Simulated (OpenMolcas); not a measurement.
# SiH4O (Si(OH)H3) at 6 levels

Wanted: a comparison of 6 runs (B2PLYP/STO-3G, B3LYP/STO-3G, UB3LYP/STO-3G, r2SCAN/STO-3G, MP2/STO-3G, ACPF/STO-3G) of SiH4O (Si(OH)H3). 

The results are computed with OpenMolcas 26.06.

4 further runs of the same task are left out: 1 for a known fault of the program, 3 set aside as unsound or not needed.

### 1 The system as given

SiH4O has 6 atoms, charge 0, and is taken as a singlet. SMILES: `[H][Si]([H])([H])O`. The O2–H3 distance was set to 1.191 Å, away from the relaxed value.

Bond lengths: Si1–O2 1.625 Å, Si1–H4 1.464 Å, Si1–H5 1.464 Å, Si1–H6 1.453 Å. Angles: O2–Si1–H4 110.3°, O2–Si1–H5 110.3°, O2–Si1–H6 101.4°, H4–Si1–H5 108.8°, H4–Si1–H6 112.9°, H5–Si1–H6 112.9°. A long bond or contact: O2–H3 1.191 Å.

### 2 The energy at B2PLYP/STO-3G (run 1)

The input, coord.xyz:

```xyz
6

Si    -0.156664    -0.293199    -0.532954
O     -0.156264    -0.270139     1.092086
H      0.327320     0.620940     1.717260
H      1.216426    -0.290999    -1.041894
H     -0.857104     0.880151    -1.058234
H     -0.857324    -1.537899    -0.801474
```

The input, run.inp:

```
* H4OSi Kohn-Sham DFT
>>> EXPORT MOLCAS_PRINT=2

&GATEWAY
 BASLIB = $CurrDir
 COORD = coord.xyz
 BASIS = STO-3G
 GROUP = NoSym

&SEWARD
 GRIDINPUT
 Grid=UltraFine
 End of Grid

&SCF
 KSDFT = B2PLYP_SCF
 THRESHOLDS = 1e-10 1e-07 1e-07 1e-05
 PRORBITALS = 1 1

&MBPT2
 FROZEN = 6
```

The basis set STO-3G is read from a file made from the Basis Set Exchange's data (not shown).

Run with:

```bash
$ export MOLCAS_MEM=1860
$ pymolcas run.inp > run.log
```

What it wrote:

```text
--- Start Module: gateway ---
[...]
--- Stop Module: gateway /rc=_RC_ALL_IS_WELL_ ---
[...]
      Basis functions           18
[...]
--- Start Module: scf ---
[...]
       Convergence after  11 Iterations
[...]
::    Total KS-DFT energy                            -362.3779566097
[...]
      Total spin, S                                     0.0000000000
[...]
      Total electronic charge=   26.000000
      Total            charge=   -0.000000
[...]
      Dipole Moment (debye):
      Origin of the operator (angstrom)=   -0.1470   -0.2678    0.0284
                   X=  4.7307E-01               Y=  8.5976E-01               Z= -5.1892E-01           Total=  1.1101E+00
      Quadrupole Moment (debye*angstrom):
[...]
--- Stop Module: scf /rc=_RC_ALL_IS_WELL_ ---
[...]
--- Start Module: mbpt2 ---
[...]
 ###    WARNING: MP2 implementation intended for RHF references only         ###
 ###############################################################################
MBPT2 WARNING: Reference function according to RunFile:KS-DFT
I'll assume you know what you're doing and continue
WARNING!
Default frozen orbitals as non valence orbitals is overwritten by user input.
Default values:   3
[...]
       Reference weight ( Cref**2 )         =        0.93422
::    Total MBPT2 energy                             -362.4908225731
[...]
      Total MBPT2 calculations                           0.03      0.04
--- Stop Module: mbpt2 /rc=_RC_ALL_IS_WELL_ ---
[...]
```

Wall time 4.8 s (1 thread of Arm Neoverse V1, shared host); peak memory 0.37 GiB.

### 3 A single-point energy at B3LYP/STO-3G (run 2)

coord.xyz is that of step 2.

The input, run.inp:

```
>>> EXPORT MOLCAS_PRINT=2

&gateway
 baslib=$CurrDir
 coord=coord.xyz
 basis=STO-3G
 group=NoSym

&seward
 gridinput
 Grid=UltraFine
 End of Grid

&scf
 ksdft=B3LYP
 thresholds=1e-10 1e-07 1e-07 1e-05
 prorbitals=1 1
```

The basis set STO-3G is read from a file made from the Basis Set Exchange's data (not shown).

Run with:

```bash
$ export MOLCAS_MEM=1860
$ pymolcas run.inp > run.log
```

What it wrote:

```text
--- Start Module: gateway ---
[...]
--- Stop Module: gateway /rc=_RC_ALL_IS_WELL_ ---
--- Start Module: seward ---
[...]
      Basis functions           18
--- Stop Module: seward /rc=_RC_ALL_IS_WELL_ ---
--- Start Module: scf ---
[...]
       Convergence after  10 Iterations
[...]
::    Total KS-DFT energy                            -362.6696694219
[...]
      Total spin, S                                     0.0000000000
[...]
      Total electronic charge=   26.000000
      Total            charge=   -0.000000
[...]
      Dipole Moment (debye):
      Origin of the operator (angstrom)=   -0.1470   -0.2678    0.0284
                   X=  4.5862E-01               Y=  8.3674E-01               Z= -3.2941E-01           Total=  1.0094E+00
      Quadrupole Moment (debye*angstrom):
[...]
--- Stop Module: scf /rc=_RC_ALL_IS_WELL_ ---
[...]
```

It took 4.8 s on 1 thread of Arm Neoverse V1, shared host; peak memory 0.37 GiB.

Runs 3 to 5 aren't shown in full; the table further down has their settings and results.

### 4 The energy at ACPF/STO-3G (run 6)

coord.xyz is that of step 3.

The input, run.inp:

```
&GATEWAY
BASLIB
$CurrDir
COORD
coord.xyz
BASIS
STO-3G
GROUP
NoSym
&SEWARD
&SCF
THRESHOLDS
1e-10 1e-07 1e-07 1e-05
PRORBITALS
1 1
&MOTRA
FROZEN
6
&GUGA
ELECTRONS
14
SPIN
1
INACTIVE
7
ACTIVE
0
CIALL
1
&CPF
ACPF
```

The basis set STO-3G is read from a file made from the Basis Set Exchange's data (not shown).

Run with:

```bash
$ export MOLCAS_MEM=1860
$ pymolcas run.inp > run.log
```

What it wrote:

```text
--- Start Module: gateway ---
[...]
--- Stop Module: gateway /rc=_RC_ALL_IS_WELL_ ---
[...]
      Basis functions           18
[...]
       Convergence after  11 Iterations
[...]
::    Total SCF energy                               -361.7237073353
[...]
      Total spin, S                                     0.0000000000
[...]
      *** WARNING: Default frozen orbitals is overwritten by user input.
      *** Default values:   3
[...]
--- Start Module: guga ---
[...]
--- Stop Module: guga /rc=_RC_ALL_IS_WELL_ ---
--- Start Module: cpf ---
[...]
      Active orbitals                            0       0
[...]
      Spin quantum number                      0.0
[...]
     FINAL ACPF ENERGY        -361.84320089
     FINAL CORRELATION ENERGY   -0.11949355  REFERENCE ENERGY    -361.72370734
[...]
      Title:  ACPF natural orbitals
[...]
      Total electronic charge=   26.000000
      Total            charge=    0.000000
[...]
      Dipole Moment (debye):
      Origin of the operator (angstrom)=   -0.1470   -0.2678    0.0284
                   X=  3.9784E-01               Y=  7.2354E-01               Z= -5.0606E-01           Total=  9.6844E-01
      Quadrupole Moment (debye*angstrom):
[...]
--- Stop Module: cpf /rc=_RC_ALL_IS_WELL_ ---
[...]
```

It took 1.8 s on 1 thread of Arm Neoverse V1, shared host; peak memory 0.37 GiB.

### 5 All runs side by side

```csv
run,level,frozen core orbitals,scramble,energy (Eh),dipole moment (D) of the reference,HOMO energy (eV),LUMO energy (eV),wall time
1,B2PLYP/STO-3G,6,–,-362.408430,1.11,-5.95,7.63,4.8 s
2,B3LYP/STO-3G,–,–,-362.669669,1.01,-3.74,5.07,4.8 s
3,UB3LYP/STO-3G,–,0.25,-362.669669,1.01,-3.74,5.07,9.3 s
4,r2SCAN/STO-3G,–,–,-362.613473,0.99,-2.52,4.27,5.7 s
5,MP2/STO-3G,6,–,-361.808680,1.24,-9.06,11.30,1.6 s
6,ACPF/STO-3G,6,–,-361.843201,1.24,-9.06,11.30,1.8 s
```

### 6 Summary of results

```
                                          quantity          value
                               run 6: total energy  -361.84320 Eh
         run 6: dipole moment (mean-field density)         1.24 D
        run 6: HOMO energy (Hartree–Fock orbitals)       -9.06 eV
        run 6: LUMO energy (Hartree–Fock orbitals)       11.30 eV
      run 6: HOMO–LUMO gap (Hartree–Fock orbitals)       20.35 eV
run 6: correlation energy (6 core orbitals frozen)     -119.5 mEh
```

What this shows: Over runs 1, 2, 3, 4 the dipole moment (its size) runs from 0.99 D (r2SCAN/STO-3G) to 1.11 D (B2PLYP/STO-3G). A double hybrid's value is that of its SCF part. Over runs 1, 2, 3, 4 the HOMO–LUMO gap runs from 6.79 eV (r2SCAN/STO-3G) to 13.58 eV (B2PLYP/STO-3G). For B2PLYP the log adds the whole second-order term; the table takes 0.27 of it, as the functional is defined. Totals of different functionals can't be ranked against each other. In runs 1, 2, 3, 4, 5, 6 the basis is minimal, so the values are rough. All runs together took 28 s, the longest 9.3 s.
